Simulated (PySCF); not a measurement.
Worked example: AsH2, doublet against AsH$_{2}$⁻, singlet

Geometry (PBE0/def2-TZVPD stationary point of a singlet), kept for both states (AsH2⁻, singlet: A'; AsH2, doublet: A''):

| atom | x (Å) | y (Å) | z (Å) |
| --- | --- | --- | --- |
| As | 0.0000 | -0.0283 | 0.0000 |
| H | 0.0000 | 1.0529 | -1.0973 |
| H | 0.0000 | 1.0529 | 1.0972 |

Basis aug-cc-pVDZ; PySCF 2.14.0. Correlated methods freeze the noble-gas cores and the filled d shells of p-block atoms. Prefix R: restricted or restricted open-shell reference. No spin–orbit coupling is included, and no scalar relativity.

Full CI isn't at hand for all of this; RCCSDT serves as the reference. It lacks quadruple excitations.

The highest occupied Kohn–Sham level of the anion is positive, up to +1.48 eV, so in those functionals the extra electron is held by the basis alone, which enters their differences from the reference.

```
   level  E(AsH2⁻, singlet) (hartree)  E(AsH2, doublet) (hartree)
RCCSD(T)                 -2235.484502                -2235.445010
     PBE                 -2236.710877                -2236.665130
 wB97M-V                 -2236.917421                -2236.873103
  RCCSDT                 -2235.485227                -2235.445681
```

Q: Give the vertical gap, AsH2 doublet less AsH2⁻ singlet, at each level in eV (1 hartree = 27.2114 eV), and each error against RCCSDT.

A: RCCSDT: (-2235.445681 − (-2235.485227)) × 27.2114 = 1.076 eV (the reference)
wB97M-V: (-2236.873103 − (-2236.917421)) × 27.2114 = 1.206 eV, error 0.130 eV
PBE: (-2236.665130 − (-2236.710877)) × 27.2114 = 1.245 eV, error 0.169 eV
RCCSD(T): (-2235.445010 − (-2235.484502)) × 27.2114 = 1.075 eV, error -0.001 eV

Total energies of functionals can't be set beside those of wave-function methods, since they hold the core's correlation and their own absolute errors; only the differences compare.

In so small a basis the reference is far from its limit while semilocal and hybrid functionals are nearer theirs, so the functionals' errors here hold much of the reference's basis and frozen-core error, which can add to them or hide them.

Each level lands on the state that its own search finds. T1 diagnostics of restricted CCSD: 0.013 and 0.018.
